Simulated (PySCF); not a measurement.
Stretching MgCl⁺

Set-up: Mg 6-311G(d,p), Cl 6-311G(d,p); no relativity (PySCF 2.14). Energies in eV from Mg⁺ + Cl in their ground configurations at the same level. State: ¹Σ⁺ (singlet), closed shell.

All columns are HSE06. A positive dipole points towards Cl; it is taken about the centre of mass and depends on that origin.

```tsv
R (Å)	E (eV)	μ (D)	Mulliken charge on Mg (basis-dependent)	HOMO (eV)	LUMO (eV)	Mayer bond order	⟨S²⟩
1.832	-1.881	-8.94	1.06	-14.39	-9.66	1.49	0.00
1.917	-2.466	-9.36	1.08	-14.12	-9.79	1.46	0.00
2.002	-2.787	-9.78	1.10	-13.87	-9.91	1.41	0.00
2.066	-2.901	-10.10	1.12	-13.69	-10.01	1.37	0.00
2.130	-2.933	-10.41	1.13	-13.53	-10.10	1.33	0.00
2.194	-2.901	-10.71	1.15	-13.37	-10.19	1.29	0.00
2.279	-2.787	-11.10	1.18	-13.19	-10.31	1.25	0.00
2.386	-2.565	-11.55	1.20	-12.98	-10.45	1.19	0.00
2.513	-2.231	-12.05	1.22	-12.77	-10.60	1.14	0.00
2.684	-1.742	-12.63	1.24	-12.55	-10.78	1.08	0.00
```

A fit through these points gives, at Re = 2.127 Å, μ = -10.39 D and dμ/dR = -4.78 D/Å; the reduced mass is 14.23 u.

Question: How strong is the fundamental in the double-harmonic approximation, I = 42.26·(dμ/dR)²/μred km/mol?

Answer: I = 42.26·(-4.78)²/14.23 = 67.9 km/mol at HSE06.

For an ion De counts to the pair picked by the measured ionisation energies or electron affinities, which need not be the lowest pair at this level.
